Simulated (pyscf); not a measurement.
`[Cl][Ge][Cl]` [singlet] + `[OH2]` → `[OH][GeH]([Cl])[Cl]`, gas phase, singlet surface. Structures and frequencies: ωB97X-D3(BJ)/def2-SVP in PySCF. Correlated levels are frozen-core, on RHF or UHF. ΔMP2 is the change of the MP2 total energy from the triple- to the quadruple-zeta basis. ΔG in kcal/mol from CCSD(T)/def2-TZVPP + ΔMP2(QZVPP) energies (ideal gas, 1 atm, RRHO with modes under 100 cm⁻¹ raised to 100, one conformer, R ln 2 for chiral ones without a mode under 150 cm⁻¹).

```json
[
 {"T (K)": "298", "ΔG": "-10.9"},
 {"T (K)": "600", "ΔG": "?"},
 {"T (K)": "900", "ΔG": "+9.5"},
 {"T (K)": "1200", "ΔG": "+19.1"}
]
```

Q: Fit a line to the three values, predict ΔG at 600 K, and estimate where the reaction turns unfavourable at 1 atm of each gas.

A: Least squares gives ΔG = -20.8 + 33.4 × T/1000 K, so ΔS is about -140 J/(mol K) and ΔH about -20.8 kcal/mol over this range (ΔH at 298 K: -21.5). At 600 K the line gives -0.8; the computed value is -0.4. ΔG = 0 falls near 620 K; 1 kcal/mol in the energy moves that by 30 K. This is thermodynamics alone and says nothing of the barrier. The CCSD(T) − MP2 part came from Ansatz, without density fitting, on the same reference. The frozen core leaves the outer d or s,p core shells of the metals and heavy elements correlated in the MP2 and CC values, and def2-TZVPP describes them poorly, which can shift differences by a few kcal/mol. Elements up to Kr have no core potential and no relativistic terms here.
